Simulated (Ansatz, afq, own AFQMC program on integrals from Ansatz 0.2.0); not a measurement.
Where AFQMC and coupled cluster stand for GeH3, doublet

```yaml
atoms:
  - { symbol: Ge, position_ang: [0.0001, 0.0000, -0.0322] }
  - { symbol: H, position_ang: [2.5213, 0.0291, 0.7789] }
  - { symbol: H, position_ang: [-1.2878, 2.1703, 0.7717] }
  - { symbol: H, position_ang: [-1.2377, -2.1991, 0.7724] }
```

Basis 6-31G. Only valence electrons are correlated. Ansatz 0.2.0 and our own AFQMC program on the same integrals; the CISD trial comes from CCSD amplitudes, and released means the phaseless constraint is let go. Uncertainties: one standard error, sampling alone. No spin–orbit coupling.

Determinant: UHF, the one that the program's search chose, which needn't be the lowest solution. The geometry is a point of a scan.

Full CI on the same integrals is exact in this basis and with this determinant's frozen core.

Cautions: no relativity below Rb; no spin-orbit coupling; inner d shell frozen; strong correlation (T1 0.116, weight of the determinant 0.61, largest double 0.21); unrestricted determinant spin contaminated (⟨S²⟩ 2.15 against 0.75); CCSD(T) is in doubt: in a space of 7 electrons in 8 natural orbitals full CI lies 103 meV below it; the released energies are still falling, so no released level is given (meV from the phaseless value at times in 1/Eh: -4 ± 5 at 0.24, -13 ± 4 at 0.51, -24 ± 4 at 0.99, -33 ± 4 at 1.62, -40 ± 5 at 2.40).

* T1 diagnostic: 0.1163
* weight of the determinant in the CISD state: 0.607
* ⟨S²⟩ of the determinant: 2.146
* size of the correlated space: 7 electrons in 21 orbitals

| level | correlation energy (eV) |
| --- | --- |
| MP2 | -0.6928 |
| CCSD | -1.7618 |
| CCSD(T) | -1.8349 |

(1) Estimate where phaseless AFQMC with the Hartree–Fock trial lies against CCSD(T) on the same integrals.

(1) 0.43 ± 0.25 kcal/mol above CCSD(T). The gap is under twice the noise, so this walk alone can't tell the two apart.

Reference: full CI, correlation energy -1.969 eV. The cautions show a poor starting determinant, so the rows tell how each method copes with it here, and full CI is the sure value.

```csv
level,E − E(reference) (kcal/mol),share of correlation (%)
CCSD(T),3.08,93.21
CCSDT,1.23,97.29
CCSDT(Q),0.91,98.00
CCSDTQ,0.10,99.78
ph-AFQMC/HF,3.51 ± 0.25,92.28
ph-AFQMC/CISD,2.65 ± 0.09,94.16
```

CCSDT and higher add their correlation energy to the determinant of the CCSD(T) run, since their own runs factorise the integrals more tightly (a shift of under 2 meV). A walk keeps the symmetry of its determinant, which the program's search chose and which needn't be the lowest solution, so a lower state of the same spin and another symmetry isn't excluded.
